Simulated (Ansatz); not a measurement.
The input, for Ansatz 0.2.0:

```yaml
crystal:
  periodic: [false, false, false]
  atoms:
    - {symbol: P, position_ang: [0.000000, -0.037221, -0.008320]}
    - {symbol: H, position_ang: [0.000000, 0.496749, -0.975740]}
    - {symbol: H, position_ang: [0.000000, 0.647044, 1.231398]}
basis:
  gaussian: {orbitals: cc-pVDZ}
total_charge: 1
magnetization: {spin_polarized: true, initial_magnetization: 2}
hamiltonian: {xc: {name: PBE}}
output: {orbitals: {seedname: orbitals}}
```

```sh
$ ansatz run in.yaml --threads 1 --pin off --events-out ev --progress --plain --max-ram 2393MiB
```

The program prints:

```
278 factors; integrals over basis functions are off by at most 1.3e-3 eV
mean field evaluation 1: about -9301.8886 eV, gradient 1.2e1 eV
mean field evaluation 2: about -9302.5932 eV, gradient 7.4e0 eV
mean field evaluation 4: about -9303.0087 eV, gradient 2.7e-1 eV
mean field evaluation 8: about -9303.0080 eV, gradient 4.1e-3 eV
mean field -9303.00801482 eV, -341.8792387393 hartree, gradient 6.1e-5 eV, S^2 2.003240; 0 other end points of the search recorded, 0 dependent functions left out
reference -9303.00803702 eV, -341.8792395551 hartree; 9, 7 occupied and 19, 21 virtual orbitals, 278 factors
Total energy: -9303.00803702 eV, -341.8792395551 hartree
```

Ran on 1 thread of Arm Neoverse V2, shared host: 0.36 s wall, 0.07 GiB peak host memory.
